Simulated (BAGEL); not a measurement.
**triplet C3H4F2: levels of theory compared**

We compute a comparison of 4 runs (ROHF/6-31G*, UHF/6-31G*, ROHF/def2-SVP, UHF/def2-SVP) of triplet C3H4F2. 

Program for the calculation: BAGEL 1.2.2.

15 further runs of the same task are left out: 15 set aside as unsound or not needed.

**1. The structure to begin with**

The species is C3H4F2 (9 atoms), meant as a triplet with charge 0. As SMILES of the parent species, `F/C=C/CF`. Geometry: relaxed at PBE0-D4/def2-TZVP. This is one conformer, not always the lowest. That shape belongs to the parent species and isn't relaxed for this state.

Bond lengths: F1–C2 1.332 Å, C2–C3 1.320 Å, C3–C4 1.482 Å, C4–F5 1.388 Å, C2–H6 1.085 Å, C3–H7 1.085 Å, C4–H8 1.094 Å, C4–H9 1.094 Å. Some angles: F1–C2–C3 122.5°, C2–C3–C4 121.0°, C3–C4–F5 110.6°, F1–C2–H6 112.4°, C3–C2–H6 125.1°, C2–C3–H7 120.0°, C4–C3–H7 118.9°, C3–C4–H8 111.2°, C3–C4–H9 111.3°, F5–C4–H8 107.9°.

**2. A single-point energy at ROHF/6-31G(d) (density fitting with qzvpp-jkfit, spherical functions) (run 1)**

calc.json

```json
{ "bagel" : [

{
  "title" : "molecule",
  "basis" : "6-31gs.json",
  "df_basis" : "qzvpp-jkfit",
  "angstrom" : true,
  "geometry" : [
    { "atom" : "F", "xyz" : [      -2.209900,      -0.026000,       1.314000 ] },
    { "atom" : "C", "xyz" : [      -1.254900,      -0.268300,       0.418300 ] },
    { "atom" : "C", "xyz" : [      -0.069300,       0.309000,       0.473200 ] },
    { "atom" : "C", "xyz" : [       0.980100,      -0.003600,      -0.525800 ] },
    { "atom" : "F", "xyz" : [       1.279200,       1.118700,      -1.286000 ] },
    { "atom" : "H", "xyz" : [      -1.566100,      -0.985700,      -0.334400 ] },
    { "atom" : "H", "xyz" : [       0.150200,       1.024100,       1.258600 ] },
    { "atom" : "H", "xyz" : [       0.654400,      -0.794800,      -1.207600 ] },
    { "atom" : "H", "xyz" : [       1.910300,      -0.315800,      -0.041200 ] }
  ]
},

{
  "title" : "rohf",
  "nopen" : 2
},

{
  "title" : "print",
  "file" : "orbitals.molden",
  "orbitals" : true
}

]}
```

The basis set 6-31G* is read from a file made from the Basis Set Exchange's data (not shown).

On the command line:

```
BAGEL_NUM_THREADS=1 BAGEL calc.json > calc.out
```

What it wrote:

```text
* using 1 threads per process

  ===============================================================
  ===============================================================

  *** Geometry ***

  { "atom" : "F", "xyz" : [     -4.176106,     -0.049133,      2.483100 ] },
  { "atom" : "C", "xyz" : [     -2.371417,     -0.507014,      0.790472 ] },
  { "atom" : "C", "xyz" : [     -0.130958,      0.583925,      0.894218 ] },
[... 5 lines of this table left out ...]
  { "atom" : "H", "xyz" : [      3.609944,     -0.596776,     -0.077857 ] },

  Number of auxiliary basis functions:      451

  Since a DF basis is specified, we compute 2- and 3-index integrals:
    o Being stored without compression. Storage requirement is 0.022 GB

  Number of basis functions:       78
  Number of electrons      :       40

    * METHOD: MOLECULE                             0.17

  *** Open-shell HF ***

  === Nuclear Repulsion ===
   165.3018496539

      * DIIS with orbital gradients will be used.

  === ROHF iteration (6-31gs.json) ===
      0       -314.39472607          0.03764346           0.09
      1       -314.54657756          0.02342296           0.09
      2       -314.59046930          0.01428227           0.10
[... 16 lines of this table left out ...]
     19       -314.61698135          0.00000001           0.09
    * SCF iteration converged.

    * S^2 (ROHF) is 2.0000

    * Permanent dipole moment:
           (   -0.286822,     0.686221,    -0.095941) a.u.

    * METHOD: ROHF                                 1.78

    * METHOD: PRINT                                0.01

  ===============================================================
```

It took 2.3 s on 1 thread of Intel Xeon 6975P-C (Granite Rapids), shared host; peak memory 0.099 GiB.

**3. The energy at UHF/6-31G(d) (density fitting with qzvpp-jkfit, spherical functions) (run 2)**

hf.json

```json
{ "bagel": [

{
  "title": "molecule",
  "basis": "6-31gs.json",
  "df_basis": "qzvpp-jkfit",
  "angstrom": true,
  "geometry": [
    { "atom": "F", "xyz": [      -2.209900,      -0.026000,       1.314000 ] },
    { "atom": "C", "xyz": [      -1.254900,      -0.268300,       0.418300 ] },
    { "atom": "C", "xyz": [      -0.069300,       0.309000,       0.473200 ] },
    { "atom": "C", "xyz": [       0.980100,      -0.003600,      -0.525800 ] },
    { "atom": "F", "xyz": [       1.279200,       1.118700,      -1.286000 ] },
    { "atom": "H", "xyz": [      -1.566100,      -0.985700,      -0.334400 ] },
    { "atom": "H", "xyz": [       0.150200,       1.024100,       1.258600 ] },
    { "atom": "H", "xyz": [       0.654400,      -0.794800,      -1.207600 ] },
    { "atom": "H", "xyz": [       1.910300,      -0.315800,      -0.041200 ] }
  ]
},

{ "title": "uhf", "nopen": 2 },

{ "title": "print", "file": "orbitals.molden", "orbitals": true }

]}
```

The basis set 6-31G* is read from a file made from the Basis Set Exchange's data (not shown).

On the command line:

```
BAGEL_NUM_THREADS=1 BAGEL hf.json > hf.out
```

What it wrote:

```text
* using 1 threads per process

  ===============================================================
  ===============================================================

  *** Geometry ***

  { "atom" : "F", "xyz" : [     -4.176106,     -0.049133,      2.483100 ] },
  { "atom" : "C", "xyz" : [     -2.371417,     -0.507014,      0.790472 ] },
  { "atom" : "C", "xyz" : [     -0.130958,      0.583925,      0.894218 ] },
[... 5 lines of this table left out ...]
  { "atom" : "H", "xyz" : [      3.609944,     -0.596776,     -0.077857 ] },

  Number of auxiliary basis functions:      451

  Since a DF basis is specified, we compute 2- and 3-index integrals:
    o Being stored without compression. Storage requirement is 0.022 GB

  Number of basis functions:       78
  Number of electrons      :       40

    * METHOD: MOLECULE                             0.14

  *** Open-shell HF ***

  === Nuclear Repulsion ===
   165.3018496539

      * DIIS with orbital gradients will be used.

  === UHF iteration (6-31gs.json) ===
      0       -314.39472607          0.03764346           0.08
      1       -314.55408172          0.02330102           0.08
      2       -314.59954246          0.01411793           0.11
[... 14 lines of this table left out ...]
     17       -314.62590260          0.00000001           0.08
    * SCF iteration converged.

    * S^2 (UHF) is 2.0215

    * Permanent dipole moment:
           (   -0.290199,     0.684385,    -0.093070) a.u.

    * METHOD: UHF                                  1.62

    * METHOD: PRINT                                0.01

  ===============================================================
```

Wall time 2.1 s (1 thread of Intel Xeon 6975P-C (Granite Rapids), shared host); peak memory 0.1 GiB.

**4. The energy at ROHF/def2-SVP (density fitting with qzvpp-jkfit) (run 3)**

job.json

```json
{ "bagel": [

{
  "title": "molecule",
  "basis": "svp",
  "df_basis": "qzvpp-jkfit",
  "angstrom": true,
  "geometry": [
    { "atom": "F", "xyz": [      -2.209900,      -0.026000,       1.314000 ] },
    { "atom": "C", "xyz": [      -1.254900,      -0.268300,       0.418300 ] },
    { "atom": "C", "xyz": [      -0.069300,       0.309000,       0.473200 ] },
    { "atom": "C", "xyz": [       0.980100,      -0.003600,      -0.525800 ] },
    { "atom": "F", "xyz": [       1.279200,       1.118700,      -1.286000 ] },
    { "atom": "H", "xyz": [      -1.566100,      -0.985700,      -0.334400 ] },
    { "atom": "H", "xyz": [       0.150200,       1.024100,       1.258600 ] },
    { "atom": "H", "xyz": [       0.654400,      -0.794800,      -1.207600 ] },
    { "atom": "H", "xyz": [       1.910300,      -0.315800,      -0.041200 ] }
  ]
},

{
  "title": "rohf",
  "nopen": 2
},

{
  "title": "print",
  "file": "orbitals.molden",
  "orbitals": true
}

]}
```

On the command line:

```
BAGEL_NUM_THREADS=1 BAGEL job.json > job.out
```

What it wrote:

```text
* using 1 threads per process

  ===============================================================
  ===============================================================

  *** Geometry ***

  { "atom" : "F", "xyz" : [     -4.176106,     -0.049133,      2.483100 ] },
  { "atom" : "C", "xyz" : [     -2.371417,     -0.507014,      0.790472 ] },
  { "atom" : "C", "xyz" : [     -0.130958,      0.583925,      0.894218 ] },
[... 5 lines of this table left out ...]
  { "atom" : "H", "xyz" : [      3.609944,     -0.596776,     -0.077857 ] },

  Number of auxiliary basis functions:      451

  Since a DF basis is specified, we compute 2- and 3-index integrals:
    o Being stored without compression. Storage requirement is 0.029 GB

  Number of basis functions:       90
  Number of electrons      :       40

    * METHOD: MOLECULE                             0.15

  *** Open-shell HF ***

  === Nuclear Repulsion ===
   165.3018496539

      * DIIS with orbital gradients will be used.

  === ROHF iteration (svp) ===
      0       -314.16202370          0.03021499           0.09
      1       -314.31625982          0.01840615           0.10
      2       -314.35606795          0.01082307           0.10
[... 15 lines of this table left out ...]
     18       -314.37849422          0.00000001           0.10
    * SCF iteration converged.

    * S^2 (ROHF) is 2.0000

    * Permanent dipole moment:
           (   -0.317463,     0.727526,    -0.075695) a.u.

    * METHOD: ROHF                                 1.94

    * METHOD: PRINT                                0.01

  ===============================================================
```

It took 2.4 s on 1 thread of Intel Xeon 6975P-C (Granite Rapids), shared host; peak memory 0.11 GiB.

**5. The energy at UHF/def2-SVP (density fitting with qzvpp-jkfit) (run 4)**

input.json

```json
{ "bagel": [

{
  "title": "molecule",
  "basis": "svp",
  "df_basis": "qzvpp-jkfit",
  "angstrom": "true",
  "geometry": [
    { "atom": "F", "xyz": [      -2.209900,      -0.026000,       1.314000 ] },
    { "atom": "C", "xyz": [      -1.254900,      -0.268300,       0.418300 ] },
    { "atom": "C", "xyz": [      -0.069300,       0.309000,       0.473200 ] },
    { "atom": "C", "xyz": [       0.980100,      -0.003600,      -0.525800 ] },
    { "atom": "F", "xyz": [       1.279200,       1.118700,      -1.286000 ] },
    { "atom": "H", "xyz": [      -1.566100,      -0.985700,      -0.334400 ] },
    { "atom": "H", "xyz": [       0.150200,       1.024100,       1.258600 ] },
    { "atom": "H", "xyz": [       0.654400,      -0.794800,      -1.207600 ] },
    { "atom": "H", "xyz": [       1.910300,      -0.315800,      -0.041200 ] }
  ]
},

{ "title": "uhf", "nopen": 2 },

{ "title": "print", "file": "orbitals.molden", "orbitals": "true" }

]}
```

On the command line:

```
BAGEL_NUM_THREADS=1 BAGEL input.json > input.out
```

What it wrote:

```text
* using 1 threads per process

  ===============================================================
  ===============================================================

  *** Geometry ***

  { "atom" : "F", "xyz" : [     -4.176106,     -0.049133,      2.483100 ] },
  { "atom" : "C", "xyz" : [     -2.371417,     -0.507014,      0.790472 ] },
  { "atom" : "C", "xyz" : [     -0.130958,      0.583925,      0.894218 ] },
[... 5 lines of this table left out ...]
  { "atom" : "H", "xyz" : [      3.609944,     -0.596776,     -0.077857 ] },

  Number of auxiliary basis functions:      451

  Since a DF basis is specified, we compute 2- and 3-index integrals:
    o Being stored without compression. Storage requirement is 0.029 GB

  Number of basis functions:       90
  Number of electrons      :       40

    * METHOD: MOLECULE                             0.21

  *** Open-shell HF ***

  === Nuclear Repulsion ===
   165.3018496539

      * DIIS with orbital gradients will be used.

  === UHF iteration (svp) ===
      0       -314.16202370          0.03021499           0.10
      1       -314.32354843          0.01832761           0.10
      2       -314.36479946          0.01071415           0.10
[... 15 lines of this table left out ...]
     18       -314.38717014          0.00000001           0.11
    * SCF iteration converged.

    * S^2 (UHF) is 2.0207

    * Permanent dipole moment:
           (   -0.319962,     0.725941,    -0.073576) a.u.

    * METHOD: UHF                                  2.03

    * METHOD: PRINT                                0.01

  ===============================================================
```

It took 2.6 s on 1 thread of Intel Xeon 6975P-C (Granite Rapids), shared host; peak memory 0.11 GiB.

**6. All runs side by side**

```
run                                                                level  energy (Eh)  dipole moment (D)   ⟨S²⟩  wall time
  1  ROHF/6-31G* (density fitting with qzvpp-jkfit, spherical functions)  -314.616981               1.91  2.000      2.3 s
  2   UHF/6-31G* (density fitting with qzvpp-jkfit, spherical functions)  -314.625903               1.90  2.022      2.1 s
  3                     ROHF/def2-SVP (density fitting with qzvpp-jkfit)  -314.378494               2.03  2.000      2.4 s
  4                      UHF/def2-SVP (density fitting with qzvpp-jkfit)  -314.387170               2.03  2.021      2.6 s
```

**7. Results**

| quantity | value |
| --- | --- |
| run 4: total energy | -314.38717 Eh |
| run 4: dipole moment | 2.03 D |
| run 4: ⟨S²⟩ | 2.021 |

The dipole moment (its size) runs from 1.90 D (UHF/6-31G*) to 2.03 D (ROHF/def2-SVP). The two ends differ in method and basis. All runs together took 9.3 s, the longest 2.6 s.
